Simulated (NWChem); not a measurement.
The numbers come from NWChem runs, not from measurements. System: C3H4, charge 0, spin multiplicity 1, displaced from the optimised geometry. Level: CCSD(T)/cc-pVDZ, 3 core orbitals frozen, spin-restricted.

Input file:

```
start mol
memory heap 100 mb stack 700 mb global 1900 mb
geometry units angstroms nocenter noautoz noautosym
  C      0.000000     0.000000     1.307762
  C      0.000000     0.000000    -0.000000
  C      0.000000     0.000000    -1.307762
  H      0.000000    -0.861811     1.829511
  H      0.000000     0.936751     1.874880
  H      0.936751     0.000000    -1.874880
  H     -0.936751     0.000000    -1.874880
end
basis spherical
  * library cc-pvdz
end
scf
  rhf
  nopen 0
  maxiter 100
  thresh 1e-7
  semidirect memsize 60000000 filesize 0
end
ccsd
  freeze core 3
  maxiter 60
end
task ccsd(t) energy
```

NWChem printed:

```
             Northwest Computational Chemistry Package (NWChem) 7.3.0
             --------------------------------------------------------

                                NWChem Input Module
                                -------------------

 Scaling coordinates for geometry "geometry" by  1.889725989
 (inverse scale =  0.529177249)

                             Geometry "geometry" -> ""
                             -------------------------

 Output coordinates in angstroms (scale by  1.889725989 to convert to a.u.)

  No.       Tag          Charge          X              Y              Z
 ---- ---------------- ---------- -------------- -------------- --------------
    1 C                    6.0000     0.00000000     0.00000000     1.30776200
    2 C                    6.0000     0.00000000     0.00000000     0.00000000
    3 C                    6.0000     0.00000000     0.00000000    -1.30776200
    4 H                    1.0000     0.00000000    -0.86181100     1.82951100
    5 H                    1.0000     0.00000000     0.93675100     1.87488000
    6 H                    1.0000     0.93675100     0.00000000    -1.87488000
    7 H                    1.0000    -0.93675100     0.00000000    -1.87488000

 Effective nuclear repulsion energy (a.u.)      59.3425701501

            Nuclear Dipole moment (a.u.)
            ----------------------------
        X                 Y               Z
 ---------------- ---------------- ----------------
     0.0000000000     0.1416160656    -0.0857349784


 Summary of "ao basis" -> "" (spherical)
 ------------------------------------------------------------------------------
       Tag                 Description            Shells   Functions and Types
 ---------------- ------------------------------  ------  ---------------------
 *                          cc-pvdz                   on all atoms

 Summary of "ao basis" -> "ao basis" (spherical)
 ------------------------------------------------------------------------------
       Tag                 Description            Shells   Functions and Types
 ---------------- ------------------------------  ------  ---------------------
[...]
 ccsd(t): done       21 out of       51 progress:   41.2%
 ccsd(t): done       22 out of       51 progress:   43.1%
 ccsd(t): done       23 out of       51 progress:   45.1%
 ccsd(t): done       24 out of       51 progress:   47.1%
 ccsd(t): done       25 out of       51 progress:   49.0%
 ccsd(t): done       26 out of       51 progress:   51.0%
 ccsd(t): done       27 out of       51 progress:   52.9%
 ccsd(t): done       28 out of       51 progress:   54.9%
 ccsd(t): done       29 out of       51 progress:   56.9%
 ccsd(t): done       30 out of       51 progress:   58.8%
 ccsd(t): done       31 out of       51 progress:   60.8%
 ccsd(t): done       32 out of       51 progress:   62.7%
 ccsd(t): done       33 out of       51 progress:   64.7%
 ccsd(t): done       34 out of       51 progress:   66.7%
 ccsd(t): done       35 out of       51 progress:   68.6%
 ccsd(t): done       36 out of       51 progress:   70.6%
 ccsd(t): done       37 out of       51 progress:   72.5%
 ccsd(t): done       38 out of       51 progress:   74.5%
 ccsd(t): done       39 out of       51 progress:   76.5%
 ccsd(t): done       40 out of       51 progress:   78.4%
 ccsd(t): done       41 out of       51 progress:   80.4%
 ccsd(t): done       42 out of       51 progress:   82.4%
 ccsd(t): done       43 out of       51 progress:   84.3%
 ccsd(t): done       44 out of       51 progress:   86.3%
 ccsd(t): done       45 out of       51 progress:   88.2%
 ccsd(t): done       46 out of       51 progress:   90.2%
 ccsd(t): done       47 out of       51 progress:   92.2%
 ccsd(t): done       48 out of       51 progress:   94.1%
 ccsd(t): done       49 out of       51 progress:   96.1%
 ccsd(t): done       50 out of       51 progress:   98.0%
 ccsd(t): done       51 out of       51 progress:  100.0%
 Time for integral evaluation pass     1        1.02
 Time for triples evaluation pass      1        1.03

 pseudo-e(mp4)  -0.16668988528683E-01
 pseudo-e(mp5)   0.49917757956353E-03
        e(t)    -0.16169810949119E-01

 --------------
 CCSD(T) Energy
 --------------
 Reference energy:                    -115.867500766838504

 CCSD corr. energy:                     -0.425543988141679
 T(CCSD) corr. energy:                  -0.016668988528683
 Total CCSD+T(CCSD) energy:           -116.309713743508865

 CCSD corr. energy:                     -0.425543988141679
 (T) corr. energy:                      -0.016169810949119
 Total CCSD(T) energy:                -116.309214565929295

 routine      calls  cpu(0)   cpu-min  cpu-ave  cpu-max   i/o
 aoccsd          1     0.00     0.00     0.00     0.00    0.00
 iterdrv         1     0.01     0.01     0.01     0.01    0.00
 pampt          12     0.03     0.03     0.03     0.03    0.00
 t2pm           12     0.05     0.05     0.05     0.05    0.00
 sxy            12     0.20     0.20     0.20     0.20    0.00
 ints      2593620    14.22    14.22    14.22    14.22    0.00
 t2eri        5580     1.35     1.35     1.35     1.35    0.00
 idx2         5580     0.28     0.28     0.28     0.28    0.00
 idx34          12     0.03     0.03     0.03     0.03    0.00
 ht2pm          12     0.07     0.07     0.07     0.07    0.00
 itm            12     0.33     0.33     0.33     0.33    0.00
 pdiis          12     0.01     0.01     0.01     0.01    0.00
 triples         1     0.00     0.00     0.00     0.00    0.00
 rdtrpo          1     0.00     0.00     0.00     0.00    0.00
 trpmos          1     1.02     1.02     1.02     1.02    0.00
 trpdrv          1     0.14     0.14     0.14     0.14    0.00
 dovvv       29376     0.46     0.46     0.46     0.46    0.00
 doooo       29376     0.11     0.11     0.11     0.11    0.00
 tengy       26112     0.30     0.30     0.30     0.30    0.00
 Total                18.62    18.62    18.62    18.62    0.00

 Task  times  cpu:       19.9s     wall:       19.9s

 Total times  cpu:       19.9s     wall:       19.9s
```
